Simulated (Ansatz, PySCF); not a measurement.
Reaction: C2H2O (SMILES C=C=O) → C2HO (SMILES O=C=[CH], doublet) + H (doublet) (the C-H bond breaks)
Each species at its own B3LYP-D3(BJ)/def2-TZVP minimum (Ansatz, an electronic-structure program).

Total energies in hartree (Ansatz). UHF or UKS for unpaired electrons; spin-orbit terms are left out. Cores are frozen in correlated methods. No relativity. For partners of very few electrons the exact lower level stands in for a higher one. The UHF reference of C2HO ([CH]=C=O, doublet) is spin-contaminated (<S^2> up to 0.07 over the pure value in the sets run).

```csv
species,HF/cc-pVTZ,CCSD(T)/cc-pVTZ,HF/cc-pVQZ,CCSD(T)/cc-pVQZ,CCSD(T)/cc-pVDZ,CCSDT(Q)/cc-pVDZ
1: C2H2O (SMILES C=C=O),-151.78469,-152.35813,-151.79577,-152.40356,-152.20848,-152.21075
"2: C2HO (SMILES [CH]=C=O, doublet)",-151.14021,-151.68058,-151.15105,-151.72440,-151.53755,-151.54068
3: H (doublet),-0.49981,-0.49981,-0.49995,-0.49995,-0.49928,-0.49928
```

Question: Work out the bond dissociation energy (enthalpy at 298 K, ideal-gas terms from PySCF's Hessians at B3LYP-D3(BJ)/def2-TZVP) in kJ/mol: take Hartree-Fock from cc-pVQZ, extrapolate the CCSD(T) correlation energy as X^-3 (X = 3, 4), and add CCSDT(Q) - CCSD(T) in cc-pVDZ. The further terms named in the bracket sum to -0.01045 hartree. 1 hartree = 2625.5 kJ/mol.

Answer: 
Species 1: correlation (64·(-0.60779) - 27·(-0.57344))/37 = -0.63286; step -0.00227; E1 = -151.79577 + (-0.63286) + (-0.00227) = -152.43090
Species 2: correlation (64·(-0.57335) - 27·(-0.54037))/37 = -0.59742; step -0.00313; E2 = -151.15105 + (-0.59742) + (-0.00313) = -151.75160
Species 3: correlation (64·(0.00000) - 27·(0.00000))/37 = 0.00000; step +0.00000; E3 = -0.49995 + (0.00000) + (+0.00000) = -0.49995
-1·E1 +1·E2 +1·E3 -0.01045 = 0.16890 hartree = 443.5 kJ/mol. From measured enthalpies of formation at 298 K: 106.2 kcal/mol (Active Thermochemical Tables 1.112 (ions: stationary electron), as tabulated in the package chemicals). The calculations leave out spin-orbit terms. The composite differs from it by -1.1 kJ/mol; core, relativistic and spin-orbit terms are not in it.
